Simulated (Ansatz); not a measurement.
## Worked example: correlation energy of O–CH2, triplet

Geometry: that of the O–CH2, singlet, kept fixed. The singlet lies 3.7 eV lower here.

```yaml
atoms:
  - { symbol: O, position_ang: [0.0000, 0.0000, 0.5979] }
  - { symbol: C, position_ang: [0.0000, 0.0000, -0.5975] }
  - { symbol: H, position_ang: [0.0000, -0.9400, -1.1855] }
  - { symbol: H, position_ang: [0.0000, 0.9400, -1.1855] }
```

Basis cc-pVDZ; Ansatz 0.2.0. Correlated methods freeze the noble-gas cores, which leaves 12 electrons in 36 orbitals. R marks a restricted (for open shells ROHF) determinant, U an unrestricted one.

Full CI isn't at hand for all of this; UCCSDT(Q) serves as the reference, and is uncertain by about the last step of the cluster series.

Runs differ by some tens of microhartree through their thresholds and, for an open shell, their frozen cores, so steps under 0.03 kcal/mol mean nothing.

```tsv
level	total energy (hartree)
UHF	-113.779085
UMP2	-114.043857
UCCSD	-114.074143
UCCSD(T)	-114.080955
UCCSDT	-114.081695
UCCSDT(Q)	-114.082241
```

Task: What is the correlation energy at UCCSDT(Q), and what share of it do UMP2 and UCCSD recover?

Result: E(corr) = -114.082241 − (-113.779085) = -0.303156 hartree = -8.249 eV. UMP2: -0.264772 / -0.303156 = 87.34 %. UCCSD: -0.295058 / -0.303156 = 97.33 %.

Task: By how many kcal/mol does UCCSD(T) miss UCCSDT(Q) (1 hartree = 627.509 kcal/mol), and which steps make up the rest?

Result: -114.080955 − (-114.082241) = 0.001286 hartree = 0.81 kcal/mol. Steps: UCCSDT − UCCSD(T) = -0.46, UCCSDT(Q) − UCCSDT = -0.34 kcal/mol. Differences between like states or geometries often cancel part of this.
